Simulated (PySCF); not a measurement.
**C4H4S2: calculation and literature**

Geometry (Å), atoms numbered from 1 in this order:
```xyz
10

S     2.379   -0.093   -1.295
C     0.803    0.061   -0.534
C     0.164   -0.871    0.249
C    -1.142   -0.466    0.634
C    -1.477    0.767    0.135
S    -0.215    1.433   -0.816
H     3.064    0.720   -0.456
H     0.635   -1.813    0.536
H    -1.808   -1.060    1.262
H    -2.404    1.320    0.284
```

Published estimates (parent shift plus substituent increments) and measurements: δ ¹H H10 7.13; H8 6.96; H9 6.76 ppm (estimated from measurements, as parent shift plus tabulated substituent increment; solution, not stated per compound (mostly CDCl3 or CCl4); Pretsch, Buehlmann, Badertscher, Structure Determination of Organic Compounds, 4th ed. (2009)).

[PySCF 2.14: NMR shieldings at PBE0/pcSseg-1/GIAO; coordinates at the PBE0-D3(BJ)/def2-SVP level; no relativistic terms; one computed conformer; no solvent]

(1) What does the calculation give, and how does it compare?

(2) How far are the unscaled ¹H shifts from the references?

Results:

(1) 
Reference values: estimated from measurements, as parent shift plus tabulated substituent increment (solution, not stated per compound (mostly CDCl3 or CCl4); Pretsch, Buehlmann, Badertscher, Structure Determination of Organic Compounds, 4th ed. (2009)).
```tsv
atoms	quantity	reference	computed	computed, scaled
H10	δ ¹H	7.13	7.23	7.07
H8	δ ¹H	6.96	7.31	7.15
H9	δ ¹H	6.76	7.02	6.87
```

Computed shifts are σ(ref) − σ with the named reference compound (TMS for H and C) calculated as an isolated molecule at the same level. The measured values may be among those fitted. Empirical linear scaling, fitted to shifts measured mostly in CDCl3 for H and C (δ vs TMS): ¹H (scatter 0.21 ppm rms). Occasional misses reach two or three times the rms, and more in compound classes unlike the fitted ones. H not on carbon is unscaled (vs computed TMS).

(2) Mean signed difference +0.24 ppm, mean absolute 0.24 ppm over 3 comparisons; the largest is +0.35 ppm at H8 (hydrogen on an aromatic CH).
